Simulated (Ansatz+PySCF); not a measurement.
Values are calculated unless marked as measured or tabulated.
This PySCF input gave a total energy of -106.43291 hartree.

```python
from pyscf import gto, scf

mol = gto.M(atom="""
Li 0.000000 0.000000 -0.399460
H 0.000000 0.000000 1.198380
H 10.000000 0.000000 -0.828180
F 10.000000 0.000000 0.092020
""", basis='sto-3g', charge=0, spin=0)
mf = scf.RHF(mol)
mf.init_guess = '1e'
mf.kernel()
while True:  # follow internal instabilities
    mo, _, stable, _ = mf.stability(return_status=True)
    if stable: break
    mf.kernel(mf.make_rdm1(mo, mf.mo_occ))
print(mf.converged, mf.e_tot, mf.spin_square()[0])
```

(1) Write an input for Ansatz with the same method and basis set.

Results:

(1)

```yaml
crystal:
  periodic: [false, false, false]
  atoms:
    - { symbol: Li, position_ang: [0.0, 0.0, -0.39946] }
    - { symbol: H, position_ang: [0.0, 0.0, 1.19838] }
    - { symbol: H, position_ang: [10.0, 0.0, -0.82818] }
    - { symbol: F, position_ang: [10.0, 0.0, 0.09202] }
basis:
  gaussian: { orbitals: STO-3G }
hamiltonian:
  xc: hf
```

Ansatz (development build ahead of 0.2.0) gave -106.43291 hartree, 0.00 meV from the first.
